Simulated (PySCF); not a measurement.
Working out the ionisation energy of N

N [He] 2s2 2p3 (4S) → N⁺ [He] 2s2 2p2 (3P). Calculation: PySCF 2.14, in x2c-TZVPPall with one added diffuse shell each of s, p, d type (6s4p3d1f, 40 functions); scalar relativity by spin-free X2C-1e. Frozen: nothing. Energies in hartree (1 hartree = 27.21139 eV):

| part | N (lower) | N⁺ (upper) |
| --- | --- | --- |
| UHF | -54.432063 | -53.921566 |
| MP2 opposite-spin | -0.082448 | -0.073985 |
| MP2 same-spin | -0.030457 | -0.013699 |

Q: What does Hartree-Fock give?

A: (-53.921566) − (-54.432063) = 0.510497 hartree = 13.891 eV.

Q: What do MP2 and SCS-MP2 (6/5 opposite-spin, 1/3 same-spin) give?

A: The opposite-spin parts differ by 0.230 eV and the same-spin parts by 0.456 eV. MP2: 13.891 + (0.230) + (0.456) = 14.577 eV. SCS-MP2: 13.891 + 1.2 × (0.230) + (0.456)/3 = 14.319 eV.

Measured between the centres of the two terms (NIST): 14.545 eV, so MP2 (valence and next inner shell) is off by 0.032 eV.

What remains against the reference includes basis incompleteness and correlation beyond second order.
